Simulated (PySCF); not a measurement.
Ionisation of allyl fluoride

Molecule: allyl fluoride, `C=CCF` (C3H5F). Optimised structure (Å), atoms numbered from 1:
```
C     1.3026    0.3385    0.3245
C     0.3250   -0.0693   -0.4820
C    -1.0976   -0.2212   -0.0611
F    -1.2790    0.0994    1.2559
H     1.0951    0.5894    1.3676
H     2.3311    0.4326   -0.0312
H     0.5298   -0.3218   -1.5293
H    -1.7492    0.4274   -0.6767
H    -1.4332   -1.2632   -0.2212
```

Level of theory: ωB97X-D3(BJ)/ma-def2-TZVP single points in PySCF, grid level 2; every species was optimised with PBE0-D3(BJ)/def2-SVP. ωB97X-D3(BJ) is ωB97X-V with D3(BJ) in place of VV10. Zero-point and thermal terms (298.15 K, 1 bar) come from unscaled PBE0-D3(BJ)/def2-SVP harmonic frequencies, with soft modes damped to free rotors in the entropy.

Frontier levels of the parent: HOMO -10.09 eV, LUMO 1.22 eV.

Oxidation to the radical cation:
| Quantity | Value |
| --- | --- |
| Vertical ionisation energy (electronic) | 10.13 eV |
| Adiabatic ionisation energy (with zero-point energy) | 9.86 eV |
| Adiabatic, electronic part | 9.96 eV |
| Vertical gap at the product's structure | 9.63 eV |
| Inner reorganisation energy (four-point) | 500 meV |
| Relaxation of product / of parent | 168 / 333 meV |
| ⟨S²⟩ of the product | 0.753 |
| Largest spin populations | C1 0.59, C2 0.33 |
| Largest changes of atomic charge | C1 0.28, C2 0.24, H (on C3) 0.09, H (on C3) 0.09 |
| Distances that move most (Å) | C1–C2 1.331 → 1.409; C2–C3 1.491 → 1.446; C3–F4 1.368 → 1.333; C3–H 1.106 → 1.123 |
| Potential in acetonitrile | 7.15 V absolute, 2.60 V against Fc+/Fc computed at 4.54 V (solvation -13 → -272 kJ/mol) |

Solvents are IEF-PCM continua (electrostatics only, gas-phase structures); absolute potentials refer to an electron at rest in vacuum. Fc+/Fc in acetonitrile, 4.54 V, is ωB97X-D3(BJ)/ma-def2-TZVP on PBE0-D3(BJ)/def2-SVP structures with GFN2-xTB thermal terms. Benchmark calculations put it near 5.0 V in acetonitrile and DMSO, so it is about 0.5 V low, and the value against it can read up to that much too high.

Measured values (NIST Chemistry WebBook, evaluated or the median of agreeing entries): vertical ionisation energy 10.47 eV (computed 10.13, difference -0.34); adiabatic ionisation energy 10.11 eV (computed 9.86, difference -0.25).

Structures, frequencies and single points took 8.2 min of wall time on 1 thread of Arm Neoverse N1 (shared host), launched as `OMP_NUM_THREADS=1 python redox_run.py task.json out`.

Differences come from unrounded values, so a last digit can differ from that of the printed terms.
